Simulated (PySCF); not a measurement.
# C3H4O2 (acrylic acid): the cost of one run

Programs: PySCF 2.14.0, with density-fitted response routines of our own. Each step states its level of theory. These are calculated values for one molecule in the gas phase, unless marked as measured. Atoms count from 0, in the outputs and in this text.

## (1) The starting structure

9 atoms, charge 0, multiplicity 1; geometry from: MMFF94s.

Bonds of the start (Å): C0–C1 1.34, C1–C2 1.47, C2–O3 1.22, C2–O4 1.34, C0–H5 1.08, C0–H6 1.09, C1–H7 1.08, O4–H8 0.98.

## (2) Optimising the geometry at PBE0-D3(BJ)/def2-SVP

Job settings and geometry (Å):

```
{"job": {"xc": "PBE0", "basis": "def2-SVP", "d3": "d3bj", "grid": 1, "kind": "geom"}, "charge": 0, "multiplicity": 1}
C     -1.466214    -0.435119    -0.402702
C     -0.355231    -0.405099     0.343525
C      0.792100     0.420931    -0.056009
O      0.887546     1.133094    -1.036305
O      1.784495     0.292912     0.838448
H     -2.314896    -1.044054    -0.110251
H     -1.553019     0.144753    -1.317931
H     -0.264762    -0.981249     1.255900
H      2.489981     0.873831     0.485327
```

On the command line:

```
OMP_NUM_THREADS=1 python probes_run.py task.json out
```

The driver reads the jobs from task.json and runs them one after another.

**Question.** How long does this first job take on 1 thread of Arm Neoverse V1, shared host, and how much memory does it need?

About 21 s, with a peak of 0.37 GiB.
